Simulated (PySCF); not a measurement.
# Si(OH)2: relaxation and vibrations of the singlet

The task is one start of a wider search on Si(OH)2: the singlet, from a linear start. It is relaxed, tested by its Hessian and followed downhill if it is a saddle.

The runs use PySCF 2.14.0; PBE0, basis Si def2-TZVP, O def2-TZVP, H def2-TZVP, no relativity, density fitting.

### 1 Where the work starts

5 atoms, charge 0, spin multiplicity 1.

Bond lengths: Si1–O2 1.790 Å, Si1–O3 1.790 Å, O2–H4 0.960 Å, O3–H5 0.960 Å. Angles: O2–Si1–O3 180.0°, Si1–O2–H4 130.0°, Si1–O3–H5 130.0°.

```xyz
5
charge 0 multiplicity 1
Si    0.0000    0.0000    0.0000
O     0.0000    0.0000    1.7900
O     0.0000    0.0000   -1.7900
H    -0.7354    0.0000    2.4071
H     0.7354    0.0000   -2.4071
```

### 2 First SCF at the start

The steps below are one call of a driver around PySCF. For each, scf.py gives the equivalent set-up of the SCF; relaxations use the driver's own optimiser. After this first run the driver tries any further starts and a stability analysis.

Input file scf.py:

```python
from pyscf import gto, scf, dft
mol = gto.M(atom='''
Si     0.000000     0.000000     0.000000
O      0.000000     0.000000     1.790000
O      0.000000     0.000000    -1.790000
H     -0.735400     0.000000     2.407100
H      0.735400     0.000000    -2.407100''',
    basis={'Si': 'def2-TZVP', 'O': 'def2-TZVP', 'H': 'def2-TZVP'},
    charge=0, spin=0)
mf = dft.RKS(mol, xc='PBE0')
mf.grids.atom_grid = (50, 194)
aux = {'Si': 'def2-universal-JKFIT', 'O': 'def2-universal-JKFIT', 'H': 'def2-universal-JKFIT'}
mf = mf.density_fit(auxbasis=aux)
mf.conv_tol = 1e-08
mf.diis_space = 10
mf.max_cycle = 60
mf.init_guess = 'minao'
mf.verbose = 4
mf.kernel()
```

Launch:

```bash
OMP_NUM_THREADS=4 python axn.py task.json out
```

Log:

```text
init E= -440.900235785504
  HOMO = -0.249275116193964  LUMO = -0.104081455614364  gap/eV = 3.95092
cycle= 1 E= -440.670035132112  delta_E= 0.23  |g|= 1.12  |ddm|=    2
  HOMO = -0.113062824554258  LUMO = -0.0479865223720121  gap/eV = 1.77082
cycle= 2 E= -439.597441609142  delta_E= 1.07  |g|= 2.47  |ddm|= 2.32
  HOMO = -0.219675884482022  LUMO = -0.0679585852489015  gap/eV = 4.12844
cycle= 3 E= -440.899703381634  delta_E= -1.3  |g|= 0.152  |ddm|= 1.71
  HOMO = -0.239301069759357  LUMO = -0.0904579757967714  gap/eV = 4.05023
cycle= 4 E= -440.906130436253  delta_E= -0.00643  |g|= 0.048  |ddm|= 0.366
  HOMO = -0.230588381402299  LUMO = -0.0809163194218635  gap/eV = 4.07278
cycle= 5 E= -440.906696313127  delta_E= -0.000566  |g|= 0.00732  |ddm|= 0.0817
  HOMO = -0.230902623763939  LUMO = -0.0808104708517432  gap/eV = 4.08422
cycle= 6 E= -440.90670494088  delta_E= -8.63e-06  |g|= 0.00116  |ddm|= 0.0056
  HOMO = -0.230921210349365  LUMO = -0.0807566374883577  gap/eV = 4.08619
cycle= 7 E= -440.906705201235  delta_E= -2.6e-07  |g|= 8.38e-05  |ddm|= 0.00128
  HOMO = -0.230931473348974  LUMO = -0.080767350425998  gap/eV = 4.08617
cycle= 8 E= -440.906705204738  delta_E= -3.5e-09  |g|= 1.65e-05  |ddm|= 0.000288
  HOMO = -0.230927232721292  LUMO = -0.0807644029090755  gap/eV = 4.08614
Extra cycle  E= -440.906705204817  delta_E= -7.83e-11  |g|= 2.02e-05  |ddm|= 3.83e-05
converged SCF energy = -440.906705204817
```

This step, with its further starts and checks, ran for 6.7 s (4 threads of Arm Neoverse V1, shared host).

The starts that the driver tried:

```
                      start  energy (Eh)
    the minimal-basis guess  -440.906705
a thermally smeared density  -440.906705
      a smeared PBE density  -440.906705
```

The test of internal stability and the other starts found no lower closed-shell solution.

### 3 Relaxation: linear start, singlet

The program finds C2h symmetry in the start, which this walk keeps. The walk stops when the largest gradient is under 0.0003 Eh/bohr and the energy has settled too.

scf.py, as its differences from that of step 2:

```diff
@@ -4 +4 @@
-O      0.000000     0.000000     1.790000
+O     -0.000000     0.000000     1.790000
@@ -17 +16,0 @@
-mf.init_guess = 'minao'
```

The optimiser's trace:

```
step  energy (Eh)  change (kJ/mol)  largest symmetric gradient (Eh/bohr)
   0  -440.906705             0.00                               0.04110
   1  -440.915004           -21.79                               0.01348
   2  -440.916482           -25.67                               0.00776
   3  -440.916933           -26.85                               0.00439
   4  -440.917794           -29.11                               0.00516
   5  -440.918496           -30.96                               0.01203
   6  -440.919204           -32.82                               0.00422
   7  -440.920021           -34.96                               0.00790
   8  -440.920328           -35.77                               0.00220
   9  -440.920433           -36.04                               0.00829
  10  -440.920532           -36.30                               0.00156
  11  -440.920565           -36.39                               0.00048
  12  -440.920573           -36.41                               0.00044
  13  -440.920574           -36.41                               0.00007
```

The walk took 12 s.

Positions (Å) and forces (eV/Å) along the way:

```
step 0
Si   0.000   0.000   0.000   0.000   0.000   0.000
O    0.000   0.000   1.790   0.056   0.000  -2.114
O    0.000   0.000  -1.790  -0.056   0.000   2.114
H   -0.735   0.000   2.407  -0.121   0.000   0.261
H    0.735   0.000  -2.407   0.121   0.000  -0.261
step 1
Si   0.000   0.000   0.000   0.000   0.000   0.000
O   -0.007   0.000   1.710  -0.309   0.000  -0.693
O    0.007   0.000  -1.710   0.309   0.000   0.693
H   -0.719   0.000   2.368   0.235   0.000  -0.031
H    0.719   0.000  -2.368  -0.235   0.000   0.031
step 7
Si   0.000   0.000   0.000   0.000   0.000   0.000
O   -0.247   0.000   1.652  -0.220   0.000   0.298
O    0.247   0.000  -1.652   0.220   0.000  -0.298
H   -0.605   0.000   2.557   0.210   0.000  -0.406
H    0.605   0.000  -2.557  -0.210   0.000   0.406
step 13
Si   0.000   0.000   0.000   0.000   0.000   0.000
O   -0.344   0.000   1.629   0.000   0.000  -0.004
O    0.344   0.000  -1.629   0.000   0.000   0.004
H   -0.544   0.000   2.573   0.000   0.000   0.002
H    0.544   0.000  -2.573   0.000   0.000  -0.002
```

After 13 steps and 36.4 kJ/mol it ends at D∞h: O–H 0.965 Å (×2), Si–O 1.665 Å (×2); H–O–Si 180.0° (×2), O–Si–O 180.0°.

### 4 Vibrations and properties at this point

On the finer grid the gradient is checked again; gradients at displacements of ±0.02 bohr then give force constants and infrared intensities.

scf.py, as its differences from that of step 3:

```diff
@@ -4,4 +4,4 @@
-O     -0.000000     0.000000     1.790000
-O      0.000000     0.000000    -1.790000
-H     -0.735400     0.000000     2.407100
-H      0.735400     0.000000    -2.407100''',
+O     -0.344468    -0.000000     1.628972
+O      0.344468     0.000000    -1.628972
+H     -0.544075    -0.000000     2.572902
+H      0.544075     0.000000    -2.572902''',
@@ -11 +11 @@
-mf.grids.atom_grid = (50, 194)
+mf.grids.atom_grid = (75, 302)
@@ -14 +14 @@
-mf.conv_tol = 1e-08
+mf.conv_tol = 1e-10
```

This SCF starts from the last density.

SCF at the final geometry:

```text
init E= -440.920588505035
  HOMO = -0.22269369957769  LUMO = -0.0303844565055274  gap/eV = 5.23300
cycle= 1 E= -440.920588505032  delta_E= 2.73e-12  |g|= 3.61e-06  |ddm|= 6.07e-06
  HOMO = -0.222693358037006  LUMO = -0.0303841512574256  gap/eV = 5.23300
Extra cycle  E= -440.920588505028  delta_E= 3.87e-12  |g|= 6.31e-06  |ddm|= 6.77e-06
converged SCF energy = -440.920588505028
```

The whole step took 18 s.

Geometry: D∞h; O–H 0.965 Å (×2), Si–O 1.665 Å (×2); H–O–Si 180.0° (×2), O–Si–O 180.0°.

Modes, for the most abundant isotopes:

```json
{"symmetry": "πu", "ω (cm⁻¹)": "340i", "IR (km/mol)": "327", "μ (u)": "2.38"}
{"symmetry": "πg", "ω (cm⁻¹)": "259", "IR (km/mol)": "0.0", "μ (u)": "1.15"}
{"symmetry": "πu", "ω (cm⁻¹)": "292", "IR (km/mol)": "707", "μ (u)": "1.70"}
{"symmetry": "σg+", "ω (cm⁻¹)": "604", "IR (km/mol)": "0.0", "μ (u)": "8.42"}
{"symmetry": "σu+", "ω (cm⁻¹)": "817", "IR (km/mol)": "619", "μ (u)": "13.05"}
{"symmetry": "σu+", "ω (cm⁻¹)": "3761", "IR (km/mol)": "1.4", "μ (u)": "1.07"}
{"symmetry": "σg+", "ω (cm⁻¹)": "3772", "IR (km/mol)": "0.0", "μ (u)": "1.07"}
```

With 2 modes imaginary (up to 340i cm⁻¹) this point is a saddle.

Constants and moments:

* Dipole moment: 0.00 D
* Highest occupied level: -6.06 eV
* Lowest empty level: -0.83 eV
* Rotational constants: 0.1643 cm⁻¹
* Zero-point energy (real modes): 60.1 kJ/mol
* Principal polarisabilities: 35.0, 35.0, 62.6 bohr³
* Atomisation energy without zero-point energy: 1659 kJ/mol
* Principal traceless quadrupole moments about the centre of mass: -5.04, -5.04, 10.09 D Å

Charges (e) and bond orders:

| atom | Mulliken | Löwdin | polar tensor | Mayer order to Si1 |
| --- | --- | --- | --- | --- |
| Si1 | 0.30 | 0.11 | 0.91 | – |
| O2,3 | -0.44 | -0.17 | -0.77 | 0.97 |
| H4,5 | 0.29 | 0.12 | 0.31 | 0.13 |

Outer orbital energies (eV). occupied: -27.59, -16.68, -15.50, -10.05, -10.05, -9.51, -9.51, -6.06; empty: -0.83, -0.83, 1.13, 1.86.

Mulliken populations on Si1: s 6.15, p 7.04, d 0.44, f 0.07.

### 5 Leaving the saddle point

The start is the last point, displaced along its most imaginary mode.

The program finds C2v symmetry in the start, which this walk keeps. The walk stops when the largest gradient is under 0.0003 Eh/bohr and the energy has settled too.

scf.py, as its differences from that of step 4:

```diff
@@ -3,5 +3,5 @@
-Si     0.000000     0.000000     0.000000
-O     -0.344468    -0.000000     1.628972
-O      0.344468     0.000000    -1.628972
-H     -0.544075    -0.000000     2.572902
-H      0.544075     0.000000    -2.572902''',
+Si     0.014590    -0.029086     0.003085
+O     -0.353853     0.018709     1.626988
+O      0.335084     0.018709    -1.630957
+H     -0.597637     0.106784     2.561575
+H      0.490512     0.106784    -2.584228''',
@@ -11 +11 @@
-mf.grids.atom_grid = (75, 302)
+mf.grids.atom_grid = (50, 194)
@@ -14 +14 @@
-mf.conv_tol = 1e-10
+mf.conv_tol = 1e-08
```

The optimiser's trace (not every step is listed):

```
step  energy (Eh)  change (kJ/mol)  largest symmetric gradient (Eh/bohr)
   0  -440.921101             0.00                               0.00671
   1  -440.922356            -3.30                               0.01104
   2  -440.925574           -11.74                               0.01670
   3  -440.932174           -29.07                               0.02026
   4  -440.941382           -53.25                               0.02098
   5  -440.951400           -79.55                               0.03527
   6  -440.951514           -79.85                               0.04047
   7  -440.956168           -92.07                               0.03267
   8  -440.962556          -108.84                               0.02494
   9  -440.969274          -126.48                               0.01711
  10  -440.976004          -144.15                               0.00949
  12  -440.980013          -154.67                               0.00316
  14  -440.980163          -155.07                               0.00469
  16  -440.980611          -156.24                               0.00705
  18  -440.982173          -160.35                               0.00886
  20  -440.987312          -173.84                               0.01480
  22  -440.990570          -182.39                               0.05433
  24  -440.996092          -196.89                               0.01799
  25  -441.000291          -207.91                               0.01861
  26  -441.001456          -210.97                               0.00762
  27  -441.001714          -211.65                               0.00409
  28  -441.001775          -211.81                               0.00124
  29  -441.001787          -211.84                               0.00010
  30  -441.001787          -211.84                               0.00000
```

The walk took 32 s.

End point (C2v, 30 steps, 211.8 kJ/mol gained): O–H 0.960 Å (×2), Si–O 1.649 Å (×2); H–O–Si 114.7° (×2), O–Si–O 97.5°.

### 6 Vibrations and properties at this point

The same treatment as at the point before.

scf.py, as its differences from that of step 5:

```diff
@@ -3,5 +3,5 @@
-Si     0.014590    -0.029086     0.003085
-O     -0.353853     0.018709     1.626988
-O      0.335084     0.018709    -1.630957
-H     -0.597637     0.106784     2.561575
-H      0.490512     0.106784    -2.584228''',
+Si     0.260691    -0.519720     0.055127
+O     -0.481319     0.448180     1.165498
+O      0.031707     0.448180    -1.260575
+H     -0.488462     0.100701     2.060361
+H      0.387438     0.100701    -2.081724''',
@@ -11 +11 @@
-mf.grids.atom_grid = (50, 194)
+mf.grids.atom_grid = (75, 302)
@@ -14 +14 @@
-mf.conv_tol = 1e-08
+mf.conv_tol = 1e-10
```

Log of the central SCF (cycles and frontier levels):

```text
init E= -441.001776022293
  HOMO = -0.252523958369132  LUMO = -0.040544984154451  gap/eV = 5.76824
cycle= 1 E= -441.001776022265  delta_E= 2.82e-11  |g|= 1.54e-05  |ddm|= 1.16e-05
  HOMO = -0.252524313505646  LUMO = -0.0405452290798038  gap/eV = 5.76824
cycle= 2 E= -441.001776022175  delta_E= 9e-11  |g|= 2.7e-05  |ddm|= 1.97e-05
  HOMO = -0.252524130519767  LUMO = -0.0405451215008839  gap/eV = 5.76824
cycle= 3 E= -441.001776022304  delta_E= -1.29e-10  |g|= 5.81e-07  |ddm|= 1.26e-05
  HOMO = -0.252524105499795  LUMO = -0.0405450970797574  gap/eV = 5.76824
cycle= 4 E= -441.001776022303  delta_E= 3.41e-13  |g|= 1.38e-07  |ddm|= 5.6e-07
  HOMO = -0.252524112793068  LUMO = -0.0405451006921353  gap/eV = 5.76824
Extra cycle  E= -441.001776022304  delta_E= -7.96e-13  |g|= 2.29e-07  |ddm|= 1.68e-07
converged SCF energy = -441.001776022304
```

The whole step ran for 22 s (4 threads of Arm Neoverse V1, shared host).

Geometry: C2v; O–H 0.960 Å (×2), Si–O 1.649 Å (×2); H–O–Si 114.7° (×2), O–Si–O 97.5°.

Harmonic modes (main isotopes):

| symmetry | ω (cm⁻¹) | IR (km/mol) |
| --- | --- | --- |
| a1 | 344 | 0.0 |
| a2 | 419 | 0.0 |
| b1 | 496 | 177 |
| b2 | 769 | 267 |
| a1 | 823 | 26.2 |
| a1 | 886 | 259 |
| b2 | 895 | 73.0 |
| a1 | 3905 | 0.5 |
| b2 | 3906 | 231 |

Every mode is real; the point is a minimum.

Constants and moments:

```yaml
Dipole_moment: 1.40 D
Highest_occupied_level: -6.87 eV
Lowest_empty_level: -1.10 eV
Rotational_constants: 0.9533, 0.2896, 0.2221 cm⁻¹
Zero-point_energy: 74.4 kJ/mol
Principal_polarisabilities: 31.6, 32.9, 43.0 bohr³
Atomisation_energy_without_zero-point_energy: 1872 kJ/mol
Principal_traceless_quadrupole_moments_about_the_centre_of_mass: -9.28, -1.54, 10.81 D Å
Entropy_at_298.15_K_and_1_bar: 264.4 J/(mol K)
Heat_capacity_Cp_at_298.15_K: 61.0 J/(mol K)
Enthalpy_at_298.15_K_above_0_K: 12.96 kJ/mol
Rotational_symmetry_number: 2
```

Populations by atom (charges in e):

```tsv
atom	Mulliken	Löwdin	polar tensor	Mayer order to Si1
Si1	0.27	-0.05	0.84	–
O2,3	-0.45	-0.13	-0.73	1.17
H4,5	0.32	0.15	0.31	0.04
```

Outer orbital energies (eV). occupied: -28.00, -16.22, -13.64, -12.00, -10.85, -10.62, -9.53, -6.87; empty: -1.10, 0.38, 1.09, 2.40.

Mulliken populations on Si1: s 5.89, p 7.38, d 0.38, f 0.08.

### 7 Would spin polarisation lower it?

At the lowest minimum the closed shell is tested against spin polarisation, on the (50, 194) grid. It is stable.

### 8 The points found, side by side

| spin | group | bonds | imaginary modes (cm⁻¹) | ΔE (kJ/mol) | with zero-point energy |
| --- | --- | --- | --- | --- | --- |
| singlet | C2v | O–H 0.960 Å (×2), Si–O 1.649 Å (×2) | none | 0.0 | 0.0 |
| singlet | D∞h | O–H 0.965 Å (×2), Si–O 1.665 Å (×2) | 340i, 340i | 213.2 | – |

### 9 Outcome

| quantity | value |
| --- | --- |
| minimum | singlet, C2v |
| geometry | O–H 0.960 Å (×2), Si–O 1.649 Å (×2); H–O–Si 114.7° (×2), O–Si–O 97.5° |
| wavenumbers (cm⁻¹) | 344 (a1), 419 (a2), 496 (b1), 769 (b2), 823 (a1), 886 (a1), 895 (b2), 3905 (a1), 3906 (b2) |
| dipole moment | 1.40 D |
| highest occupied, lowest empty level | -6.87, -1.10 eV |
| polar-tensor charge of Si1 | +0.84 e |
| zero-point energy | 74.4 kJ/mol |
| entropy at 298.15 K | 264.4 J/(mol K) |
| atomisation energy (no zero-point energy) | 1872 kJ/mol |

What this shows: The linear start (C2h) ends in a minimum of C2v symmetry, after a stop at a second-order saddle point 213.2 kJ/mol higher, from which it was pushed off along an imaginary mode. In the infrared the band at 769 cm⁻¹ (b2) leads. Only this shape and spin were tried, so other structures or states may lie lower.

The search up to here took 93 s.
